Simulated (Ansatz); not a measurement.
1T (CdI2-type) SnSe2: properties by level of theory

Reference values: lattice parameter c 6.14 Å (measured, temperature not stated, not corrected to a static lattice; as tabulated in Gonzalez and Oleynik (2016), arXiv:1609.04381); formation enthalpy -0.43 eV/atom (measured, 298 K, not corrected to a static lattice; as tabulated in Zhang et al. (2018), doi:10.1038/s41524-018-0065-z).

| level (code) | lattice constant a (Å) | c axis length (Å) | formation enthalpy (eV/atom) |
|---|---|---|---|
| PBE-D3(BJ) (Ansatz) | 3.840 | 6.008 | -0.353 |
| r²SCAN (Ansatz) | 3.841 | 6.528 | -0.468 |
| r²SCAN-D4 (Ansatz) | 3.829 | 6.284 | -0.471 |

Differences from the reference values (errors of the level alone only where the reference is corrected to a static lattice):

```tsv
level	lattice parameter c (%)	formation enthalpy (eV/atom)
PBE-D3(BJ)	-2.15	+0.077
r²SCAN	+6.32	-0.038
r²SCAN-D4	+2.35	-0.041
```

Nearest: lattice parameter c, not ranked (reference at room or unstated temperature); formation enthalpy, not told apart by this reference.

Caveats: an element that serves as reference relaxed to a cell well above its measured volume (r²SCAN); the cell comes from a level without a dispersion term, which matters for the spacing of layers, chains or molecules (r²SCAN). Ansatz's density-functional and Hartree–Fock values are scalar-relativistic unless marked +SOC, with PAW data made under PBE.

Differences are worked out from the printed values.

Computed values are for the static lattice.

Ansatz is a quantum-chemistry and plane-wave program.
